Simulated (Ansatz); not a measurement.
**SrBiO₂Cl (Cmcm, No. 63; cell taken from a computed entry)**

All values below come from HSE06+SOC in Ansatz (PAW).

Run with plane-wave cutoff 460 eV, 4×4×4 k mesh, Fermi–Dirac smearing 0.01 eV, PAW data made under PBE.

Cell (relaxed with PBEsol):

```
BiSrClO2
1.0
    2.84466    -6.14688     0.00000
    2.84466     6.14688     0.00000
    0.00000     0.00000     5.58842
Sr Bi Cl O
2 2 2 4
Direct
  0.89020   0.10980   0.75000
  0.10980   0.89020   0.25000
  0.41648   0.58352   0.25000
  0.58352   0.41648   0.75000
  0.75573   0.24427   0.25000
  0.24427   0.75573   0.75000
  0.73561   0.73561   0.00000
  0.26439   0.26439   0.00000
  0.26439   0.26439   0.50000
  0.73561   0.73561   0.50000
```

```yaml
band_gap: 4.26 eV (indirect)
smallest_direct_gap_on_the_k_points_sampled: 4.34 eV
"Γ–Γ gap": 4.87 eV
```

Note: cell and atoms aren't relaxed at this level (pressure 0.6 GPa).

The computed numbers hold no vibrational or temperature effects.

Ansatz is a quantum-chemistry and plane-wave program.
